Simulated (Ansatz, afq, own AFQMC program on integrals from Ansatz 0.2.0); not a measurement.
**Al, quartet: AFQMC among the cluster methods**

A free Al atom.

Basis cc-pVDZ. Only valence electrons are correlated. Ansatz 0.2.0 and our own AFQMC program on the same integrals; the CISD trial comes from CCSD amplitudes, and released means the phaseless constraint is let go. ± is one standard error of the sampling.

Determinant: UHF, the one that the program's search chose, which needn't be the lowest solution.

Full CI on the same integrals is exact in this basis and with this determinant's frozen core.

Cautions: another spin lies lower (by 3.40 eV).

```
T1 diagnostic                               : 0.0028
weight of the determinant in the CISD state : 0.985
⟨S²⟩ of the determinant                     : 3.750
size of the correlated space                : 3 electrons in 13 orbitals
```

| level | correlation energy (eV) |
| --- | --- |
| MP2 | -0.1941 |
| CCSD | -0.3110 |
| CCSD(T) | -0.3116 |

(1) Estimate where phaseless AFQMC with a CISD trial lies against CCSD(T) on the same integrals.

(1) 0.0 ± 0.01 kJ/mol below CCSD(T). The gap is under twice the noise, so this walk alone can't tell the two apart.

Reference: full CI, correlation energy -0.312 eV. The released energy is read at 2.40 1/Eh (meV from the phaseless value at times in 1/Eh: -0.10 ± 0.10 at 0.24, -0.29 ± 0.11 at 0.51, -0.19 ± 0.11 at 0.99, -0.21 ± 0.09 at 1.62, -0.48 ± 0.12 at 2.40).

```
         level  E − E(reference) (kJ/mol)  share of correlation (%)
       CCSD(T)                        0.0                     99.88
 ph-AFQMC/CISD                 0.0 ± 0.01                     99.95
released AFQMC                 0.0 ± 0.01                    100.10
```

A walk keeps the symmetry of its determinant, which the program's search chose and which needn't be the lowest solution, so a lower state of the same spin and another symmetry isn't excluded. Released energies are given only where the last usable release times agree within the noise; a slower fall can still hide under it.
